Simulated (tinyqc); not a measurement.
UHF in the sto-3g basis, for BH, spin multiplicity 1, step by step. This run ends on a higher stationary point, not on the lowest solution. One step of it, computed by the program tinyqc.

Problem. Iteration 2: DIIS coefficients. Solve [B -1; -1 0][c; lambda] = [0; -1] for the coefficients, which sum to one.

B (overlaps of the stored error matrices):
```
,1,2
1,3.3315753e-01,6.4739046e-02
2,6.4739046e-02,3.5664376e-02
```

Give: DIIS coefficients.

Solution.

DIIS coefficients: -0.1215  1.1215
